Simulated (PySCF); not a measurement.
# Mayer bond orders and bond lengths

Compound: F3NS.
Atom-mapped SMILES: `[N:1]#[S:2]([F:3])([F:4])[F:5]`

Structure used (PBE0-D3(BJ)/def2-TZVP), in Å, numbered top down from 1:
```
atom  x, y, z in Å
N1    -1.5359   -0.3478   -0.3031
S2    -1.3641    0.3972   -1.4862
F3    -0.2048    0.1241   -2.4858
F4    -2.4464    0.4601   -2.6011
F5    -1.1337    1.9355   -1.4818
```

Bond orders from the PBE0/pcSseg-2 density (PySCF). Geometry: PBE0-D3(BJ)/def2-TZVP; no solvent, vibrations or thermal averaging.

**Question.** Where do the orders between heavy atoms depart from those drawn in the SMILES?

**Answer.** The largest departure is 0.372, at N1–S2 (drawn triple, 2.628). Drawn double or triple, more than 0.30 short of the drawn order: N1–S2 (2.628).

**Question.** Set the Mayer orders of the bonds beside their lengths.

**Answer.** 
```csv
bond,drawn as,length (Å),Mayer order
N1–S2,triple,1.409,2.628
S2–F3,single,1.555,0.950
S2–F4,single,1.555,0.950
S2–F5,single,1.555,0.949
```

**Question.** Sum the orders of all bonds at each heavy atom with more than one neighbour and set the sums beside the valence in the SMILES.

**Answer.** S2 5.477 (drawn 6). Orders between atoms that aren't bonded are not in these sums.

The Mayer order sums products of elements of PS (density times overlap matrix) between the two atoms' basis functions, so it depends on the basis set.
